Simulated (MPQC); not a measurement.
**One shape, several levels: CH2N2 (cyanamide)**

Wanted: a comparison of 6 runs (HF/STO-3G, HF/def2-SVP, HF/def2-SVPD, HF/pcseg-2, BP86/6-31G, PBE0/def2-SVP) of CH2N2 (cyanamide). 

The results are computed with MPQC 2.3.1.

## 1. The structure to begin with

CH2N2 has 5 atoms, charge 0, and is taken as a singlet. SMILES: `N#CN`. The coordinates come from a GFN2-xTB relaxation.

Bond lengths: N1–C2 1.146 Å, C2–N3 1.320 Å, N3–H4 1.009 Å, N3–H5 1.009 Å. Angles: N1–C2–N3 176.9°, C2–N3–H4 116.5°, C2–N3–H5 116.5°, H4–N3–H5 115.4°.

## 2. Energy and forces at HF/STO-3G (run 1)

File run.in:

```
molecule<Molecule>: (
    symmetry = c1
    unit = angstrom
    { atoms geometry } = {
        N  [ 0.454660 -1.269250 1.331150 ]
        C  [ 0.207510 -0.517590 0.502220 ]
        N  [ -0.026290 0.317990 -0.492440 ]
        H  [ -0.895570 0.193760 -0.988780 ]
        H  [ 0.259690 1.275090 -0.352160 ]
    }
)
basis<GaussianBasisSet>: (
    name = "STO-3G"
    molecule = $:molecule
    basisdir = "."
    puream = yes
)
mpqc: (
    checkpoint = no
    savestate = no
    restart = no
    do_energy = yes
    do_gradient = yes
    optimize = no
    mole<CLHF>: (
        molecule = $:molecule
        basis = $:basis
        total_charge = 0
        memory = 1000000000
        print_evals = yes
        print_npa = yes
        maxiter = 120
        value_accuracy = 1e-08
        guess_wavefunction<CLHF>: (
            molecule = $:molecule
            total_charge = 0
            memory = 1000000000
            value_accuracy = 1e-3
            basis<GaussianBasisSet>: (
                name = "STO-3G"
                molecule = $:molecule
            )
        )
    )
)
```

The basis set STO-3G is read from a file made from the Basis Set Exchange's data (not shown).

Command:

```sh
$ mpqc -o run.out run.in
```

Output:

```text
MPQC: Massively Parallel Quantum Chemistry
[...]
  LUMO is    12   A =   0.363934
  total scf energy = -145.9913944821
[...]
Value of the MolecularEnergy: -145.9913944821
  Gradient of the MolecularEnergy:
      1   -0.0083776035
      2    0.0275419918
      3   -0.0315485039
      4   -0.0048057772
      5    0.0175235231
      6   -0.0211505155
      7    0.0016750675
      8   -0.0288237426
      9    0.0459202851
     10    0.0124438892
     11   -0.0018809930
     12    0.0070853402
[...]
      symmetry = c1
[...]
```

Run time: 0.16 s. Hardware: 1 thread of Arm Neoverse V2, shared host.

## 3. Energy and forces at HF/def2-SVP (run 2)

File input.in:

```
% emacs should use -*- KeyVal -*- mode
molecule<Molecule>: (
  symmetry = c1
  unit = angstrom
  { atoms geometry } = {
    N  [ 0.454660      -1.269250       1.331150 ]
    C  [ 0.207510      -0.517590       0.502220 ]
    N  [ -0.026290       0.317990      -0.492440 ]
    H  [ -0.895570       0.193760      -0.988780 ]
    H  [ 0.259690       1.275090      -0.352160 ]
  }
)
basis<GaussianBasisSet>: (
  name = "def2-SVP"
  molecule = $:molecule
  basisdir = "."
  puream = yes
)
mpqc: (
  checkpoint = no
  savestate = no
  restart = no
  do_energy = yes
  do_gradient = yes
  optimize = no
  mole<CLHF>: (
    molecule = $:molecule
    basis = $:basis
    total_charge = 0
    memory = 1000000000
    print_evals = yes
    print_npa = yes
    maxiter = 120
    value_accuracy = 1e-08
    guess_wavefunction<ExtendedHuckelWfn>: (
      molecule = $:molecule
      total_charge = 0
      multiplicity = 1
      basis<GaussianBasisSet>: (
        name = "STO-3G"
        molecule = $:molecule
      )
    )
  )
)
```

The basis set def2-SVP is read from a file made from the Basis Set Exchange's data (not shown).

Command:

```sh
$ mpqc -o input.out input.in
```

Output:

```text
MPQC: Massively Parallel Quantum Chemistry
[...]
  CLSCF::init: total charge = 0
[...]
  nbasis = 52
[...]
  iter     1 energy = -146.6697796313 delta = 1.28385e-01
[...]
  LUMO is    12   A =   0.143047
  total scf energy = -147.7979601324
[...]
Value of the MolecularEnergy: -147.7979601324
  Gradient of the MolecularEnergy:
      1    0.0066938604
      2   -0.0171667507
      3    0.0170745554
      4   -0.0107584759
      5    0.0284297696
      6   -0.0289051818
      7    0.0074880093
      8   -0.0163073951
      9    0.0141288626
     10   -0.0066223088
     11   -0.0020913498
     12   -0.0038474163
[...]
      symmetry = c1
[...]
```

Run time: 2.3 s. Hardware: 1 thread of Arm Neoverse V2, shared host; peak memory 0.15 GiB.

Run 3 isn't shown in full; the table further down has it.

## 4. Energy and forces at HF/pcseg-2 (run 4)

File input.in:

```
% CH2N2
molecule<Molecule>: (
   symmetry = c1
   unit = bohr
   { atoms geometry } = {
      N  [ 0.85918288    -2.39853488     2.51550893 ]
      C  [ 0.39213707    -0.97810334     0.94905825 ]
      N  [ -0.04968090     0.60091401    -0.93057673 ]
      H  [ -1.69238203     0.36615333    -1.86852340 ]
      H  [ 0.49074298     2.40957088    -0.66548595 ]
   }
)
basis<GaussianBasisSet>: (
   name = "pcseg-2"
   molecule = $:molecule
   basisdir = "."
   puream = yes
)
mpqc: (
   checkpoint = no
   savestate = no
   restart = no
   do_energy = yes
   do_gradient = yes
   optimize = no
   mole<CLHF>: (
      molecule = $:molecule
      basis = $:basis
      total_charge = 0
      memory = 1000000000
      print_evals = yes
      print_npa = yes
      maxiter = 120
      value_accuracy = 1e-08
      guess_wavefunction<CLHF>: (
         molecule = $:molecule
         total_charge = 0
         memory = 1000000000
         value_accuracy = 1e-3
         basis<GaussianBasisSet>: (
            name = "STO-3G"
            molecule = $:molecule
         )
      )
   )
)
```

The basis set pcseg-2 is read from a file made from the Basis Set Exchange's data (not shown).

Command:

```sh
$ mpqc -o input.out input.in
```

Output:

```text
MPQC: Massively Parallel Quantum Chemistry
[...]
  LUMO is    12   A =   0.069786
  total scf energy = -147.9654436615
[...]
Value of the MolecularEnergy: -147.9654436615
  Gradient of the MolecularEnergy:
      1    0.0103790589
      2   -0.0284639067
      3    0.0295887739
      4   -0.0134642064
      5    0.0372372768
      6   -0.0389713814
      7    0.0104638513
      8   -0.0201983430
      9    0.0153430318
     10   -0.0127491666
     11   -0.0027842925
     12   -0.0079648689
[...]
      symmetry = c1
[...]
```

It took 36 s on 1 thread of Arm Neoverse V2, shared host; peak memory 0.49 GiB.

Run 5 isn't shown in full; the table further down has it.

## 5. Energy and gradient at PBE0/def2-SVP (run 6)

File run.in:

```
% emacs should use -*- KeyVal -*- mode
molecule<Molecule>: (
    symmetry = c1
    unit = angstrom
    { atoms geometry } = {
        N  [ 0.454660      -1.269250       1.331150 ]
        C  [ 0.207510      -0.517590       0.502220 ]
        N  [ -0.026290       0.317990      -0.492440 ]
        H  [ -0.895570       0.193760      -0.988780 ]
        H  [ 0.259690       1.275090      -0.352160 ]
    }
)
basis<GaussianBasisSet>: (
    name = "def2-SVP"
    molecule = $:molecule
    basisdir = "."
    puream = yes
)
mpqc: (
    checkpoint = no
    savestate = no
    restart = no
    do_energy = yes
    do_gradient = yes
    optimize = no
    mole<CLKS>: (
        molecule = $:molecule
        basis = $:basis
        total_charge = 0
        memory = 1000000000
        print_evals = yes
        print_npa = yes
        maxiter = 120
        value_accuracy = 1e-08
        functional<SumDenFunctional>: (
            a0 = 0.25
            coefs = [ 0.75 1 ]
            funcs: [ <PBEXFunctional>: () <PBECFunctional>: () ]
        )
        integrator<RadialAngularIntegrator>: ( grid = xfine )
        guess_wavefunction<ExtendedHuckelWfn>: (
            molecule = $:molecule
            total_charge = 0
            multiplicity = 1
            basis<GaussianBasisSet>: (
                name = "STO-3G"
                molecule = $:molecule
            )
        )
    )
)
```

The basis set def2-SVP is read from a file made from the Basis Set Exchange's data (not shown).

Command:

```sh
$ mpqc -o run.out run.in
```

Output:

```text
MPQC: Massively Parallel Quantum Chemistry
[...]
  CLSCF::init: total charge = 0
[...]
  nbasis = 52
[...]
  Integrated electron density error = 0.000723366356
  iter     1 energy = -147.4082590972 delta = 1.28385e-01
  Integrated electron density error = 0.000369322650
  iter     2 energy = -144.3956385141 delta = 1.89804e-01
[...]
  Integrated electron density error = 0.000000008696
  iter    15 energy = -148.5000006169 delta = 9.85084e-08
  Integrated electron density error = 0.000000008697
  iter    16 energy = -148.5000006169 delta = 2.91323e-08
  Integrated electron density error = 0.000000008696
  iter    17 energy = -148.5000006169 delta = 1.58044e-08
[...]
  LUMO is    12   A =   0.034802
  total scf energy = -148.5000006169
[...]
  Integrated electron density error = 0.000000008838
  Total Gradient:
[...]
Value of the MolecularEnergy: -148.5000006169
  Gradient of the MolecularEnergy:
      1   -0.0081289082
      2    0.0266689055
      3   -0.0305311199
      4    0.0043510327
      5   -0.0158104583
      6    0.0188767813
      7    0.0002208199
      8   -0.0053728723
      9    0.0087326706
     10    0.0037592912
     11   -0.0009050412
     12    0.0025591454
[...]
        symmetry = c1
[...]
```

It took 18 s on 1 thread of Arm Neoverse V2, shared host; peak memory 0.17 GiB.

## 6. The series

| run | level | starting guess | integration grid | energy (Eh) | HOMO energy (eV) | LUMO energy (eV) | HOMO–LUMO gap (eV) | wall time |
| --- | --- | --- | --- | --- | --- | --- | --- | --- |
| 1 | HF/STO-3G | STO-3G | – | -145.991394 | -9.08 | 9.90 | 18.99 | 0.16 s |
| 2 | HF/def2-SVP | huckel STO-3G | – | -147.797960 | -11.18 | 3.89 | 15.07 | 2.3 s |
| 3 | HF/def2-SVPD | huckel STO-3G | – | -147.806446 | -11.32 | 2.18 | 13.50 | 9.6 s |
| 4 | HF/pcseg-2 | STO-3G | – | -147.965444 | -11.27 | 1.90 | 13.17 | 36 s |
| 5 | BP86/6-31G | 3-21G | xfine | -148.733730 | -6.26 | 0.11 | 6.37 | 6 s |
| 6 | PBE0/def2-SVP | huckel STO-3G | xfine | -148.500001 | -7.73 | 0.95 | 8.67 | 18 s |

## 7. Outcome

| quantity | value |
| --- | --- |
| run 6: total energy | -148.50000 Eh |
| run 6: HOMO energy | -7.73 eV |
| run 6: LUMO energy | 0.95 eV |
| run 6: HOMO–LUMO gap | 8.67 eV |
| run 6: largest force on an atom | 2.126 eV/Å |

In words: The HOMO–LUMO gap runs from 6.37 eV (BP86/6-31G) to 18.99 eV (HF/STO-3G). The two ends differ in method and basis. Totals of different functionals can't be ranked against each other. In run 1 the basis is minimal, so the values are rough. All runs together took 72 s, the longest 36 s.
